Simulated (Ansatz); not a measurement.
InH2⁺, triplet: breathe scan

Starting geometry (PBE0/def2-TZVP stationary point for this spin, not checked as a minimum):

```yaml
atoms:
  - { symbol: In, position_ang: [0.0000, 0.0000, -0.0276] }
  - { symbol: H, position_ang: [0.0000, 1.1433, 1.5722] }
  - { symbol: H, position_ang: [0.0000, -1.1433, 1.5722] }
```

From there all distances are scaled together; atoms are numbered as listed. Energies are in kcal/mol, counted from the starting geometry at the same level. Kohn–Sham curves are unrestricted where that lies lower.

Basis def2-TZVPP with its core potentials; Ansatz 0.2.0. Only valence electrons are correlated (noble-gas cores and the filled d shells of p-block atoms frozen). No spin–orbit coupling is included; scalar relativity enters through the core potentials alone.

Functionals correlate the shells that the reference freezes, so part of their error here is the reference's.

Full CI is exact within this basis and frozen core; it isn't the basis-set limit.

```csv
scale of all distances,full CI,SPW92,PBE,r2SCAN,PBE0,B3LYP,r2SCANh,wB97M-V,B2PLYP,RPA-PBE
0.870,9.4,6.5,8.7,7.2,7.6,8.7,7.1,6.6,8.4,9.1
1.000,0.0,0.0,0.0,0.0,0.0,0.0,0.0,0.0,0.0,0.0
1.128,2.7,3.7,1.4,3.1,2.3,1.7,3.2,2.7,2.1,2.4
1.282,6.3,9.4,4.0,8.6,5.5,5.0,8.7,5.7,5.3,5.4
1.480,8.0,14.8,6.3,13.5,7.8,7.6,13.6,7.2,7.4,6.6
1.735,8.8,19.6,8.5,17.1,9.7,9.8,17.0,8.0,9.0,7.3
2.007,9.5,22.7,10.1,19.0,11.0,11.3,18.9,8.5,10.0,7.7
2.367,10.0,24.6,11.2,20.1,11.8,12.1,19.9,9.0,10.6,7.7
```

(1) Judged by the spread of the error over the points with a reference (largest less smallest), which of these follows full CI best and which worst?

Results:

(1) Subtracting the full CI column from each: best B2PLYP (errors from -1.0 to 0.6, spread 1.7 kcal/mol), worst SPW92 (from -3.0 to 14.6, spread 17.6 kcal/mol). Functionals and wave-function methods converge differently with the basis, so part of this is basis effect.
